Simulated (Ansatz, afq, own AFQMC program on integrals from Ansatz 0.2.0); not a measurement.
**CO, singlet: AFQMC among the cluster methods**

```xyz
2

O     0.0000    0.0000    0.0000
C     0.0000    0.0000    1.5270
```

Basis 6-31G. Only valence electrons are correlated. Ansatz 0.2.0 and our own AFQMC program on the same integrals; the CISD trial comes from CCSD amplitudes, and released means the phaseless constraint is let go. Error bars are statistical, one sigma.

Determinant: RHF, the one that the program's search chose, which needn't be the lowest solution. The geometry is a point of a scan.

Full CI on the same integrals is exact in this basis and with this determinant's frozen core.

Cautions: restricted determinant unstable towards unrestricted (UHF 814 meV lower, ⟨S²⟩ 0.81); strong correlation (T1 0.067, weight of the determinant 0.81, largest double 0.12); (T) is large, 9 % of the CCSD correlation.

```
T1 diagnostic                               : 0.0668
weight of the determinant in the CISD state : 0.811
size of the correlated space                : 10 electrons in 16 orbitals
```

Reference: full CI, correlation energy -7.841 eV. The released energy is read at 2.40 1/Eh (meV from the phaseless value at times in 1/Eh: -8 ± 7 at 0.24, -15 ± 7 at 0.51, -36 ± 8 at 0.99, -39 ± 11 at 1.62, -36 ± 19 at 2.40). The cautions show a poor starting determinant, so the rows tell how each method copes with it here, and full CI is the sure value.

| level | E − E(reference) (kJ/mol) | share of correlation (%) |
| --- | --- | --- |
| HF | 756.5 | 0.00 |
| MP2 | 15.0 | 98.01 |
| CCSD | 71.2 | 90.59 |
| CCSD(T) | 7.2 | 99.04 |
| ph-AFQMC/CISD | 4.8 ± 1.0 | 99.37 |
| released AFQMC | 1.3 ± 1.8 | 99.83 |

A walk keeps the symmetry of its determinant, which the program's search chose and which needn't be the lowest solution, so a lower state of the same spin and another symmetry isn't excluded. Released energies are given only where the last usable release times agree within the noise; a slower fall can still hide under it.
